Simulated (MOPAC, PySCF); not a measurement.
C3H4, SMILES `C#CC`, neutral singlet in the gas phase. 

Cartesian coordinates (Å):
SMILES: CC#C
```xyz
7

C      0.4817    -1.6283     0.0141
C      0.1424    -0.4814     0.1065
C     -0.2689     0.9088     0.2184
H      0.7821    -2.6435    -0.0676
H     -0.7532     1.0959     1.1789
H      0.5907     1.5773     0.1384
H     -0.9749     1.1713    -0.5720
```
Charge 0, multiplicity 1.

All levels are single points at this geometry (B3LYP-D3(BJ)/def2-TZVP); Pople sets use spherical d functions. Orbital energies aren't observables, and empty levels follow the basis.

```json
[
 {"level": "B3LYP-D3(BJ)/def2-TZVP in PySCF", "HOMO (eV)": "-7.49", "LUMO (eV)": "1.04", "gap (eV)": "8.53", "dipole (D)": "0.82", "vertical IE, Delta-SCF (eV)": "10.30"},
 {"level": "M06-2X/def2-TZVP in PySCF", "HOMO (eV)": "-9.01", "LUMO (eV)": "2.06", "gap (eV)": "11.07", "dipole (D)": "0.80", "vertical IE, Delta-SCF (eV)": "10.43"},
 {"level": "PBE-D3(BJ)/def2-TZVP in PySCF", "HOMO (eV)": "-6.49", "LUMO (eV)": "0.28", "gap (eV)": "6.77", "dipole (D)": "0.86", "vertical IE, Delta-SCF (eV)": "10.24"},
 {"level": "M06-2X/6-31G* in PySCF", "HOMO (eV)": "-8.69", "LUMO (eV)": "2.97", "gap (eV)": "11.67", "dipole (D)": "0.67", "vertical IE, Delta-SCF (eV)": "–"},
 {"level": "SVWN5/6-31G* in PySCF", "HOMO (eV)": "-6.18", "LUMO (eV)": "0.74", "gap (eV)": "6.91", "dipole (D)": "0.78", "vertical IE, Delta-SCF (eV)": "10.25"},
 {"level": "HF/3-21G in PySCF", "HOMO (eV)": "-10.43", "LUMO (eV)": "6.19", "gap (eV)": "16.62", "dipole (D)": "0.70", "vertical IE, Delta-SCF (eV)": "–"},
 {"level": "HF/6-31G* in PySCF", "HOMO (eV)": "-10.26", "LUMO (eV)": "6.07", "gap (eV)": "16.34", "dipole (D)": "0.63", "vertical IE, Delta-SCF (eV)": "8.93"},
 {"level": "HF/STO-3G in PySCF", "HOMO (eV)": "-8.85", "LUMO (eV)": "10.82", "gap (eV)": "19.67", "dipole (D)": "0.48", "vertical IE, Delta-SCF (eV)": "–"},
 {"level": "PM3 in MOPAC", "HOMO (eV)": "-10.88", "LUMO (eV)": "1.90", "gap (eV)": "12.78", "dipole (D)": "0.37", "vertical IE, Delta-SCF (eV)": "–"}
]
```
